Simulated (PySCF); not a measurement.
**Continuum solvent and chemical shifts**

Mapped SMILES: `[SH:1][c:2]1[cH:3][cH:4][s:5][cH:6]1` (H(Xn): hydrogen on atom n).

GIAO PBE0/pcSseg-1 in PySCF on one PBE0-D3(BJ)/def2-SVP conformer, non-relativistic, equivalent nuclei averaged. Solvents enter as an IEF-PCM continuum (chloroform with ε = 4.7, dimethylsulfoxide with ε = 46.8) around the gas-phase geometry. Shifts are referred to CS2, TMS computed in the same medium.

In chloroform, δ in ppm: S5 226.4, S1 -45.5, C4 135.0, C3 134.6, C2 134.5, C6 124.4, H(C4) 7.29, H(C3) 6.93, H(C6) 6.81, H(S1) 4.42. Dipole moment 1.76 D.

Task: How does each δ change in the more polar medium?

Result: 
```
atoms                                         environment  Δδ, dimethylsulfoxide
   S5                                aromatic ring sulfur                   -1.6
   S1                                        thiol sulfur                   -5.9
   C4                 aromatic CH next to the ring sulfur                   +0.8
   C3                                         aromatic CH                   +0.8
   C2                      aromatic carbon bearing sulfur                   +0.3
   C6                 aromatic CH next to the ring sulfur                   +0.6
H(C4)  hydrogen on an aromatic CH next to the ring sulfur                  +0.11
H(C3)                          hydrogen on an aromatic CH                  +0.13
H(C6)  hydrogen on an aromatic CH next to the ring sulfur                  +0.08
H(S1)                          hydrogen on a thiol sulfur                  +0.30
```

Changes are relative to chloroform. The dipole moment becomes 1.94 D in dimethylsulfoxide.

Task: Which nuclei move most (in ppm), and what does the model miss?

Result: S1 (thiol sulfur, -5.9 ppm) in dimethylsulfoxide. A continuum only polarises the solute; specific hydrogen bonds, the anisotropy of aromatic solvents and changes of geometry or conformer are outside it.
